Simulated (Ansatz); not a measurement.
Pyrite PtSb2 was calculated with RPBE in Ansatz (plane waves, PAW).

Settings: plane-wave cutoff 520 eV, 6×6×6 k mesh, Fermi–Dirac smearing 0.01 eV, scalar-relativistic PAW data made under PBE.

Shape and atoms are relaxed at each volume.

Pressure at four volumes; x = ln(V/23.915 Å³). One pressure is withheld.

```json
[
 {"V (Å³/atom)": "22.959", "x": "-0.0408", "P (GPa)": "?"},
 {"V (Å³/atom)": "23.437", "x": "-0.0202", "P (GPa)": "2.08"},
 {"V (Å³/atom)": "23.915", "x": "0.0000", "P (GPa)": "0.01"},
 {"V (Å³/atom)": "24.872", "x": "0.0392", "P (GPa)": "-3.42"}
]
```

Problem. Pass a parabola P(x) through the three rows shown, estimate the bulk modulus and its pressure derivative near zero pressure, and predict the withheld pressure.

Solution. Slopes between the rows: (0.01 − (2.08))/(0.0000 − (-0.0202)) = -102.48 and (-3.42 − (0.01))/(0.0392 − (0.0000)) = -87.50 GPa. Their difference over the span 0.0594 is c = 14.98/0.0594 = 252.2 GPa, so P(x) = 2.08 + (-102.48)(x − (-0.0202)) + 252.2 (x − (-0.0202))(x − (0.0000)). At the middle row B = −dP/dx = −[-102.48 + 252.2 × 0.0202] = 97.4 GPa, and B′ = dB/dP = 2c/B = 5.2. At x = -0.0408 the parabola gives 4.40 GPa; the run gives 4.43 GPa. The Birch–Murnaghan fit to the energies at all volumes has B0 = 97.0 GPa and B′ = 5.4.

Note: the gap of the solid is closed in this run; this level leaves the solid without a gap, although one is measured; the bulk modulus comes from volumes at which shape and atoms were relaxed.

Spin–orbit coupling is not included; it can open a gap where bands touch, and shift volumes and moduli.

Ansatz is a quantum-chemistry and plane-wave program.
